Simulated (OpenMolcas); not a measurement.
# OF2 (oxygen difluoride) at RI-MP2/cc-pCVDZ (RICD fitting, fitting threshold 0.001)

Aim: the energy change on altering one bond length of OF2 (oxygen difluoride) at RI-MP2/cc-pCVDZ (RICD fitting, fitting threshold 0.001), from 2 runs. 

Program for the calculation: OpenMolcas 26.06.

### Step 1. The structure to begin with

OF2 has 3 atoms, charge 0, and is taken as a singlet. As SMILES, `FOF`. The coordinates come from a GFN2-xTB relaxation.

Bond lengths: F1–O2 1.366 Å, O2–F3 1.366 Å. Angles: F1–O2–F3 106.0°.

### Step 2. A single-point energy at RI-MP2/cc-pCVDZ (RICD fitting, fitting threshold 0.001)

The input, input.xyz:

```xyz
3

F      0.956190    -0.330530     0.490900
O      0.000730     0.544900     0.060070
F     -0.956920    -0.214370    -0.550970
```

The input, job.input:

```
&gateway
baslib=$CurrDir
coord=input.xyz
basis=cc-pCVDZ
group=NoSym
ricd
cdthreshold=0.001
&seward
&scf
prorbitals=0
&mbpt2
frozen=3
```

The basis set cc-pCVDZ is read from a file made from the Basis Set Exchange's data (not shown).

Started as:

```sh
$ export MOLCAS_MEM=1860
$ pymolcas job.input > job.log
```

What it wrote:

```text
--- Start Module: gateway ---
[...]
--- Stop Module: gateway /rc=_RC_ALL_IS_WELL_ ---
[...]
      Basis functions           54
[...]
--- Start Module: scf ---
[...]
       Convergence after  11 Iterations
[...]
::    Total SCF energy                               -273.4676263083
[...]
      Total spin, S                                     0.0000000000
[...]
      Total electronic charge=   26.000000
      Total            charge=   -0.000000
[...]
      Dipole Moment (debye):
      Origin of the operator (angstrom)=   -0.0000   -0.0303   -0.0033
                   X=  1.9558E-03               Y=  3.3620E-01               Z=  3.7892E-02           Total=  3.3833E-01
      Quadrupole Moment (debye*angstrom):
[...]
--- Stop Module: scf /rc=_RC_ALL_IS_WELL_ ---
--- Start Module: mbpt2 ---
[...]
WARNING!
Default frozen orbitals as non valence orbitals is overwritten by user input.
Default values:   3
[...]
       Reference weight ( Cref**2 )         =        0.87832
::    Total MBPT2 energy                             -274.0513948586
[...]
--- Stop Module: mbpt2 /rc=_RC_ALL_IS_WELL_ ---
[...]
```

Wall time 1.8 s (1 thread of Arm Neoverse V2, shared host); peak memory 0.087 GiB.

### Step 3. The distorted shape

The input, input.xyz:

```xyz
3

F      1.195633    -0.140688     0.643679
O      0.240173     0.734742     0.212849
F     -0.956920    -0.214370    -0.550970
```

The input, job.inp:

```
* F2O RI-MP2
>>> EXPORT MOLCAS_PRINT=2

&GATEWAY
  BasLib=$CurrDir
  Coord=input.xyz
  Basis=cc-pCVDZ
  Group=NoSym
  RICD
  CDThreshold=0.001

&SEWARD

&SCF
  PrOrbitals=0

&MBPT2
  Frozen=3
```

The basis set cc-pCVDZ is read from a file made from the Basis Set Exchange's data (not shown).

Started as:

```sh
$ export MOLCAS_MEM=1860
$ pymolcas job.inp > job.log
```

What it wrote:

```text
--- Start Module: gateway ---
[...]
--- Stop Module: gateway /rc=_RC_ALL_IS_WELL_ ---
[...]
      Basis functions           54
[...]
--- Start Module: scf ---
[...]
       Convergence after  14 Iterations
[...]
::    Total SCF energy                               -273.4128660053
[...]
      Total spin, S                                     0.0000000000
[...]
      Total electronic charge=   26.000000
      Total            charge=   -0.000000
[...]
      Dipole Moment (debye):
      Origin of the operator (angstrom)=    0.1551    0.0927    0.0957
                   X=  6.3331E-01               Y=  6.1741E-01               Z=  4.1672E-01           Total=  9.7772E-01
      Quadrupole Moment (debye*angstrom):
[...]
--- Stop Module: scf /rc=_RC_ALL_IS_WELL_ ---
--- Start Module: mbpt2 ---
[...]
WARNING!
Default frozen orbitals as non valence orbitals is overwritten by user input.
Default values:   3
[...]
       Reference weight ( Cref**2 )         =        0.84951
::    Total MBPT2 energy                             -274.0335333370
[...]
--- Stop Module: mbpt2 /rc=_RC_ALL_IS_WELL_ ---
[...]
```

Run time: 1.9 s. Hardware: 1 thread of Arm Neoverse V2, shared host; peak memory 0.087 GiB.

### Step 4. Outcome

At RI-MP2/cc-pCVDZ (RICD fitting, fitting threshold 0.001), 3 core orbitals frozen:

```
                                                         quantity          value
                                        first shape: total energy  -274.05139 Eh
                  first shape: dipole moment (mean-field density)         0.34 D
                 first shape: HOMO energy (Hartree–Fock orbitals)      -15.43 eV
                 first shape: LUMO energy (Hartree–Fock orbitals)        4.41 eV
               first shape: HOMO–LUMO gap (Hartree–Fock orbitals)       19.83 eV
         first shape: correlation energy (3 core orbitals frozen)     -583.8 mEh
                                    distorted shape: total energy  -274.03353 Eh
              distorted shape: dipole moment (mean-field density)         0.98 D
             distorted shape: HOMO energy (Hartree–Fock orbitals)      -16.13 eV
             distorted shape: LUMO energy (Hartree–Fock orbitals)       -0.60 eV
           distorted shape: HOMO–LUMO gap (Hartree–Fock orbitals)       15.53 eV
     distorted shape: correlation energy (3 core orbitals frozen)     -620.7 mEh
energy change with the O2–F3 bond stretched from 1.366 to 1.708 Å       0.486 eV
```

In words: With the O2–F3 bond stretched from 1.366 to 1.708 Å the energy rises by 0.49 eV (46.9 kJ/mol). The first shape isn't relaxed at this level, so the change isn't measured from a minimum.
